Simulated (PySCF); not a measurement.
B3LYP has the VWN-RPA correlation part, as in Gaussian. Excitations are Tamm–Dancoff values on a coarser integration grid. The basis has no diffuse functions, so Rydberg states are missing or too high.

Cl$_{4}$Si, SMILES `Cl[Si](Cl)(Cl)Cl` (charge 0, multiplicity 1)

Computed with B3LYP-D3(BJ)/def2-TZVP (PySCF).

| Property | Value |
|---|---|
| HOMO | -9.25 eV |
| dipole moment | 0.00 D |
| LUMO | -1.00 eV |
| HOMO–LUMO gap | 8.25 eV |
| S1 excitation (TDA) | 7.13 eV |
| S1 oscillator strength | 0.000 |
| brightest of the four lowest singlets (TDA) | 8.03 eV |
| T1 excitation (TDA) | 6.73 eV |
| S1–T1 gap (TDA) | 0.41 eV |
| total energy | -2130.6584 Ha |
| cost | roughly 90 core-seconds |

Bond lengths (Å): Cl1–Si2 2.032, Si2–Cl3 2.032, Si2–Cl4 2.032, Si2–Cl5 2.032. Angles (°): Cl1–Si2–Cl3 109.5, Cl1–Si2–Cl4 109.5, Cl1–Si2–Cl5 109.5, Cl3–Si2–Cl4 109.5, Cl3–Si2–Cl5 109.5, Cl4–Si2–Cl5 109.5.
Charge 0, spin multiplicity 1.
